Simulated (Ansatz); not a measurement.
Density of states of ZnCu$_{2}$SnS$_{4}$ (I-4, a = 5.415 Å, b = 5.415 Å, c = 10.818 Å, α = 90.00°, β = 90.00°, γ = 90.00°), in states per eV and primitive cell, averaged over bins of 0.4 eV. Method: DFT r2SCAN, scalar-relativistic, plane waves, PAW (Ansatz).

Plane waves to 500 eV, a k mesh through Γ of 10×10×10 on the computed 8-atom cell and Gaussian smearing (0.02 eV); no spin polarisation.

The cell is relaxed at this level. The states (both spins) are summed by tetrahedra on a 15×15×15 mesh at the self-consistent density. Energies are bin centres; the table starts no lower than −8 eV and ends at 6 eV, or lower where the solved bands end.

The gap is 0.47 eV at this level, with the zero inside it.

```csv
E − E_F (eV),total,S 3p,Cu 3d,Zn 3d,Sn 5p,Cu 4s
-7.65,23.05,1.68,0.07,20.68,0.14,0.11
-7.25,1.95,0.20,0.02,1.48,0.01,0.02
-6.85,0.72,0.46,0.01,0.02,0.08,0.02
-6.45,4.59,2.94,0.19,0.10,0.30,0.19
-6.05,3.18,2.13,0.13,0.10,0.31,0.35
-5.65,4.46,3.01,0.31,0.17,0.35,0.44
-5.25,4.82,3.27,0.48,0.17,0.47,0.22
-4.85,6.70,4.75,0.80,0.13,0.62,0.16
-4.45,10.29,7.14,2.22,0.12,0.39,0.15
-4.05,8.36,5.43,2.33,0.22,0.13,0.07
-3.65,11.58,7.40,3.14,0.58,0.10,0.04
-3.25,0.29,0.18,0.08,0.01,0.00,0.00
-2.85,0.00,0.00,0.00,0.00,0.00,0.00
-2.45,2.35,0.06,2.17,0.00,0.03,0.00
-2.05,18.75,0.79,17.27,0.03,0.19,0.05
-1.65,11.32,1.89,8.64,0.04,0.13,0.02
-1.25,8.20,2.01,5.55,0.02,0.13,0.04
-0.85,7.22,2.57,4.16,0.03,0.10,0.02
-0.45,2.16,0.95,1.10,0.02,0.02,0.00
-0.05,0.00,0.00,0.00,0.00,0.00,0.00
0.35,0.02,0.01,0.00,0.00,0.00,0.00
0.75,0.71,0.33,0.04,0.00,0.01,0.02
1.15,3.18,1.57,0.18,0.01,0.04,0.06
1.55,1.09,0.58,0.04,0.00,0.00,0.01
1.95,0.24,0.02,0.01,0.00,0.12,0.00
2.35,1.36,0.17,0.04,0.00,0.64,0.01
2.75,3.94,0.57,0.07,0.00,1.55,0.14
3.15,5.68,0.94,0.09,0.01,2.30,0.22
3.55,3.90,0.74,0.06,0.00,1.32,0.20
3.95,3.31,0.69,0.04,0.00,0.86,0.21
4.35,2.67,0.50,0.02,0.00,0.38,0.31
4.75,4.71,0.60,0.03,0.00,0.24,0.94
5.15,4.79,0.53,0.03,0.00,0.25,0.90
5.55,5.66,0.45,0.03,0.00,0.23,0.55
```

The columns after the total are the main Löwdin projections on the occupied valence shells of the potentials; 3 others are left out. The rest of the total lies in those, in shells that are empty in the free atom, which aren't projected, and between the atoms.

A ferromagnetic start lost its moments in a first run, so spin was left out; other magnetic orders weren't tried.

Cost: 1 run of about 25 core-minutes, on Arm Neoverse V1 (shared hosts).